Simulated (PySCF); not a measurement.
Start geometry of `C=P(C)(C)C` from GFN2-xTB (Å):
```
atom  x, y, z in Å
C1     0.209    1.412    1.424
P2     0.092    0.231    0.203
C3     1.341   -0.361   -1.080
C4    -1.314    0.653   -0.881
C5    -0.367   -1.356    0.976
H6     0.983    1.152    2.145
H7     0.393    2.397    0.999
H8     0.946   -1.141   -1.727
H9     2.220   -0.737   -0.556
H10    1.642    0.493   -1.686
H11   -1.065    1.543   -1.457
H12   -2.168    0.873   -0.243
H13   -1.546   -0.165   -1.560
H14   -0.611   -2.105    0.225
H15    0.463   -1.708    1.585
H16   -1.223   -1.172    1.622
```

Q: What comes out of this run: PySCF, PBE0-D3(BJ)/def2-SVP geometry optimisation, gas phase?

A: 
```
atom  x, y, z in Å
C1     0.6573    1.3852    1.1404
P2     0.1212    0.1769    0.1139
C3     1.1807   -0.5662   -1.2155
C4    -1.3276    0.7309   -0.8387
C5    -0.3728   -1.2991    1.0573
H6     1.3624    1.1026    1.9268
H7     0.7561    2.3923    0.7259
H8     0.6641   -1.3482   -1.7956
H9     2.0797   -0.9952   -0.7477
H10    1.5040    0.2366   -1.8954
H11   -1.0445    1.6243   -1.4152
H12   -2.1273    1.0079   -0.1390
H13   -1.6771   -0.0458   -1.5341
H14   -0.6983   -2.1148    0.3956
H15    0.4916   -1.6405    1.6463
H16   -1.1780   -1.0228    1.7511
```

The energy falls by 2.8 kcal/mol over 7 energy and gradient evaluations, the largest force component goes from 0.0145 to 2.7e-04 Eh/bohr, and the atoms move by 0.078 Å rms after alignment. Among the bonds, C1=P2 and P2–C3 change most and about equally (-0.030 to -0.029 Å). Bonds longer at the end by more than 0.005 Å: 9 of 15; shorter: 2. Among the angles that change most is C1–P2–C3, from 131.3° to 123.1°. Among the dihedrals that turn most is H6–C1–P2–C5, from 62° to 47°. Rotational constants go from 3781, 3441, 3179 to 3643, 3535, 3267 MHz. The orientation of the end geometry is arbitrary; only internal coordinates are fixed.

The run used 129 basis functions and 45 SCF cycles in all.

Whether it is a minimum is left open (no frequencies).
